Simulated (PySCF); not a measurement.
Compound: sulfur dioxide, SO2.
Geometry (GFN2-xTB, Å), atoms numbered from 1 in this order:
```
atom  x, y, z in Å
O1    -1.2036    0.3006   -0.0030
S2    -0.0167   -0.5045   -0.0103
O3     1.2317    0.2013    0.0007
```

PySCF, density fitting, gas phase, GFN2-xTB geometry. The standard run uses grid level 2 after a coarse-grid start, the def2-universal JK fitting basis (with tight functions added where the orbital basis needs them), an energy threshold of 1e-9 Eh and DIIS. The changed runs have no coarse-grid stage.

Question: Standard PBE0/pcSseg-1: E = -548.263691 Eh, HOMO -9.506 eV, LUMO -3.422 eV, dipole 1.955 D, 13 cycles (coarse-grid cycles included). What changes at PBE0/pcSseg-1 with: damping 0.1 at the start, DIIS from the seventh cycle?

Answer: E = -548.263691 Eh (0.000 mEh), HOMO -9.506 eV (0.000), LUMO -3.422 eV (0.000), dipole 1.955 D (0.000), 17 SCF cycles. The result matches the standard run within 0.02 mEh and 0.003 eV; such settings steer the iterations and don't enter the energy expression.

The cycles:
```
cycle   1  E = -548.0774510538  dE =  8.820e-01  |g| = 9.922e-01  |ddm| = 2.227e+00
cycle   2  E = -547.7964161152  dE =  2.810e-01  |g| = 1.578e+00  |ddm| = 1.520e+00
cycle   3  E = -547.3411981464  dE =  4.552e-01  |g| = 2.276e+00  |ddm| = 2.177e+00
cycle   4  E = -545.9952481157  dE =  1.346e+00  |g| = 3.370e+00  |ddm| = 3.459e+00
cycle   5  E = -544.9848463151  dE =  1.010e+00  |g| = 4.270e+00  |ddm| = 4.742e+00
cycle   6  E = -534.0979011784  dE =  1.089e+01  |g| = 7.186e+00  |ddm| = 1.400e+01
cycle   7  E = -534.5101825098  dE = -4.123e-01  |g| = 8.131e+00  |ddm| = 1.487e+01
cycle   8  E = -547.3873332797  dE = -1.288e+01  |g| = 1.755e+00  |ddm| = 6.377e+00
cycle   9  E = -548.2012030600  dE = -8.139e-01  |g| = 5.699e-01  |ddm| = 3.372e+00
cycle  10  E = -548.0976578852  dE =  1.035e-01  |g| = 9.150e-01  |ddm| = 7.845e-01
cycle  11  E = -548.2622449926  dE = -1.646e-01  |g| = 8.156e-02  |ddm| = 5.504e-01
cycle  12  E = -548.2636664351  dE = -1.421e-03  |g| = 1.386e-02  |ddm| = 5.358e-02
cycle  13  E = -548.2636897779  dE = -2.334e-05  |g| = 2.413e-03  |ddm| = 1.381e-02
cycle  14  E = -548.2636908662  dE = -1.088e-06  |g| = 7.249e-04  |ddm| = 2.730e-03
cycle  15  E = -548.2636909705  dE = -1.043e-07  |g| = 1.598e-04  |ddm| = 6.627e-04
cycle  16  E = -548.2636909760  dE = -5.484e-09  |g| = 1.230e-05  |ddm| = 1.526e-04
cycle  17  E = -548.2636909760  dE = -3.843e-11  |g| = 2.867e-06  |ddm| = 1.645e-05
```
